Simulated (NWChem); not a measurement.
# Na2; SMILES [Na][Na]

```xyz
2

Na     0.0000     0.0000    -1.5551
Na     0.0000     0.0000     1.5551
```
Atoms are numbered in this order, from 1.

Computed with NWChem. Pople sets run with spherical d functions. The geometry was optimised at PBE-D3(BJ)/def2-SVP. GIAO values for the isolated, static molecule; σ is the absolute isotropic shielding.

Taking B3LYP/pcSseg-2 as the yardstick, which of these has the fewest basis functions while keeping “σ Na1 (ppm)” within 5 ppm of it: B3LYP/6-311G**; B3LYP/def2-SVP; B3LYP/6-31G*?

B3LYP/6-31G*.
```json
[
 {"level": "B3LYP/def2-SVP", "basis functions": "30", "σ Na1 (ppm)": "621.9"},
 {"level": "B3LYP/6-31G*", "basis functions": "36", "σ Na1 (ppm)": "610.9"},
 {"level": "B3LYP/6-311G**", "basis functions": "52", "σ Na1 (ppm)": "609.8"},
 {"level": "B3LYP/pcSseg-2", "basis functions": "56", "σ Na1 (ppm)": "610.1"}
]
```

The yardstick is one finite set, not the basis-set limit.
